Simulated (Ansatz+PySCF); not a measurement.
## doublet C₄H₉: levels of theory in one basis

| atom | x (Å) | y (Å) | z (Å) |
| --- | --- | --- | --- |
| C | 0.0000 | -0.1688 | 0.0000 |
| C | -1.4931 | 0.0374 | 0.0000 |
| C | 0.7466 | 0.0374 | 1.2931 |
| C | 0.7466 | 0.0374 | -1.2931 |
| H | -1.7494 | 1.1025 | 0.0000 |
| H | 0.8747 | 1.1025 | 1.5151 |
| H | 0.8747 | 1.1025 | -1.5151 |
| H | -1.9645 | -0.4066 | 0.8972 |
| H | -1.9645 | -0.4066 | -0.8972 |
| H | 1.7593 | -0.4066 | 1.2527 |
| H | 0.2052 | -0.4066 | 2.1499 |
| H | 0.2052 | -0.4066 | -2.1499 |
| H | 1.7593 | -0.4066 | -1.2527 |

Basis set: cc-pVTZ (spherical functions). Left uncorrelated: 4 orbitals. Correlation on ROHF uses semicanonical orbitals with singles. Charge 0, multiplicity 2.

Computed with Ansatz (development build ahead of 0.2.0) and PySCF 2.14.0; each method stands on the lowest determinant of its kind that the runs found.

| method | E − E(ROHF) (eV) | <S²> of the determinant |
| --- | --- | --- |
| ROHF | 0.00 | 0.75 |
| UHF | -0.13 | 0.76 |
| ROHF-MP2 | -18.66 | – |
| UHF-MP2 | -18.64 | 0.76 |
